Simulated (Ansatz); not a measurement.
# fcc Pt

Method: PBE0-D3(BJ) in Ansatz (plane waves, PAW).

Run with plane-wave cutoff 460 eV, 14×14×14 k mesh, Fermi–Dirac smearing 0.05 eV, scalar-relativistic PAW data made under PBE.

Cell (relaxed at this level):

```yaml
crystal:
  lattice:
    - [0.00000, 1.94169, 1.94169]
    - [1.94169, 0.00000, 1.94169]
    - [1.94169, 1.94169, 0.00000]
  atoms:
    - { symbol: Pt, position: [0.00000, 0.00000, 0.00000] }
```

For fcc Pt, the bulk modulus comes out as 312 GPa and the pressure derivative B′ of the bulk modulus comes out as 5.4.

Measured, for comparison: bulk modulus 289 GPa (corrected for temperature and zero-point phonon effects; as tabulated in Levämäki et al. (2014), arXiv:1402.3671). Computed (rounded) less measured: bulk modulus +8 %.

Spin–orbit coupling is not included.

Static lattice: no zero-point or thermal effects.

Computing time: roughly 26 core-minutes.

Ansatz is an electronic-structure program.
